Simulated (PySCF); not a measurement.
Gas-phase reaction: Li2 + Al2F6 + F2 = 2 LiAlF4

Energies from PySCF, thermal terms from the rigid-rotor harmonic-oscillator model, ideal gas at 1 bar. The comparison is the NASA 1993 polynomial table, which mixes measured and estimated data. After a fit of one offset per element over all species, the range-separated, M06-2X, PBE0/def2-QZVP and CCSD(T)/def2-TZVPP enthalpies, where run, lie to one side of the table for Li2 (-29 kJ/mol), Al2F6 (+36 kJ/mol): a fault of the table's entry, another state or a shared error of the levels is possible; this was not checked at source. S°(298 K) at PBE0/def2-TZVP differs from the NASA 1993 table for Al2F6 (+7 J/mol/K), LiAlF4 (+7 J/mol/K); whether the harmonic model or the table's entry is off was not settled. † marks an energy on the PBE0/def2-TZVP geometry and frequencies; other levels use their own. MP2 freezes the core. 6-31G* has spherical d functions here. All species are closed-shell singlets. For Li the outer core is correlated in a valence basis, which is rough. MP2 isn't extrapolated to the basis-set limit; its ΔH°(298 K) is -1318.4 kJ in def2-SVP and -1303.8 kJ in def2-TZVPP. The harmonic model lacks anharmonicity and excited electronic states, which grow with temperature; levels with a mode under 35 cm⁻¹ are left out. Soft modes under 120 cm⁻¹ make the harmonic entropy rough for Al2F6, LiAlF4. The table's entry may be an old estimate for Li2, Al2F6, LiAlF4 (not checked at source).

```tsv
level	ΔH°(298 K), kJ	minus table	ΔG°(800 K), kJ
table	-1289.3	-	-1183.0
BLYP/def2-TZVP†	-1224.9	64.4	-1124.3
HF/6-31G*	-1304.7	-15.4	-1199.9
HF/def2-TZVP†	-1274.8	14.5	-1174.3
MP2/def2-TZVPP†	-1303.8	-14.5	-1203.2
PBE/def2-SVP	-1222.2	67.1	-1118.0
PBE0/def2-QZVP†	-1254.3	35.0	-1153.8
ωB97M-V/def2-TZVP†	-1267.5	21.8	-1167.0
```
